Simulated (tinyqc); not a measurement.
Worked calculation: LCCD on RHF in the sto-6g basis, frozen core, for CH3-, spin multiplicity 1. The basis has no diffuse functions, so it cannot describe the extra electron: this is an exercise in the method, not the real anion. One step of it, computed by the program tinyqc.

Question. Orthogonalisation. S = U s U^T; symmetric (Loewdin) form X = U s^(-1/2) U^T, so that X^T S X = 1.

overlap S, order 1C 1s, 1C 2s, 1C 2px, 1C 2py, 1C 2pz, 2H 1s, 3H 1s, 4H 1s:
$$\begin{pmatrix}
1.000000 & 0.243228 & 0.000000 & 0.000000 & 0.000000 & 0.051300 & 0.051358 & 0.051358 \\
0.243228 & 1.000000 & 0.000000 & 0.000000 & 0.000000 & 0.435073 & 0.435341 & 0.435341 \\
0.000000 & 0.000000 & 1.000000 & 0.000000 & 0.000000 & 0.430836 & -0.215600 & -0.215600 \\
0.000000 & 0.000000 & 0.000000 & 1.000000 & 0.000000 & 0.000000 & 0.373223 & -0.373223 \\
0.000000 & 0.000000 & 0.000000 & 0.000000 & 1.000000 & -0.015206 & -0.015219 & -0.015219 \\
0.051300 & 0.435073 & 0.430836 & 0.000000 & -0.015206 & 1.000000 & 0.108720 & 0.108720 \\
0.051358 & 0.435341 & -0.215600 & 0.373223 & -0.015219 & 0.108720 & 1.000000 & 0.108870 \\
0.051358 & 0.435341 & -0.215600 & -0.373223 & -0.015219 & 0.108720 & 0.108870 & 1.000000
\end{pmatrix}$$

Give: eigenvalues of S; X.

Answer.

eigenvalues of S: [0.3222, 0.4149, 0.4151, 0.9666, 1.0020, 1.4762, 1.4763, 1.9268]

X, order 1C 1s, 1C 2s, 1C 2px, 1C 2py, 1C 2pz, 2H 1s, 3H 1s, 4H 1s:
$$\begin{pmatrix}
1.0264 & -0.1544 & 0.0000 & 0.0000 & 0.0010 & 0.0216 & 0.0216 & 0.0216 \\
-0.1544 & 1.3215 & -0.0002 & 0.0000 & -0.0102 & -0.2829 & -0.2832 & -0.2832 \\
0.0000 & -0.0002 & 1.1503 & 0.0000 & 0.0000 & -0.2960 & 0.1482 & 0.1482 \\
0.0000 & 0.0000 & 0.0000 & 1.1503 & 0.0000 & 0.0000 & -0.2565 & 0.2565 \\
0.0010 & -0.0102 & 0.0000 & 0.0000 & 1.0003 & 0.0097 & 0.0097 & 0.0097 \\
0.0216 & -0.2829 & -0.2960 & 0.0000 & 0.0097 & 1.1999 & -0.0250 & -0.0250 \\
0.0216 & -0.2832 & 0.1482 & -0.2565 & 0.0097 & -0.0250 & 1.2002 & -0.0250 \\
0.0216 & -0.2832 & 0.1482 & 0.2565 & 0.0097 & -0.0250 & -0.0250 & 1.2002
\end{pmatrix}$$
